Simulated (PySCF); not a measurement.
Bonds broken one at a time in the series allenyl-X. Gas-phase values, no solvent. One relaxed conformer stands for each flexible species; it need not be the lowest. Strings in code marks are SMILES.

Method: PBE-D3(BJ)/def2-TZVP // B3LYP-D3(BJ)/def2-TZVP (PySCF 2.14.0). 

| species | dipole moment (D) |
|---|---|
| radical fragment (`C[O]`) | (withheld) |
| radical fragment (`[NH2]`) | 1.90 |
| radical fragment (`O=[CH]`) | 1.46 |
| whole molecule (`C#CC=C=C`) | 0.74 |

Question: Fill in the missing entries.

Answer: 
- radical fragment (`C[O]`), dipole moment (D): 2.10
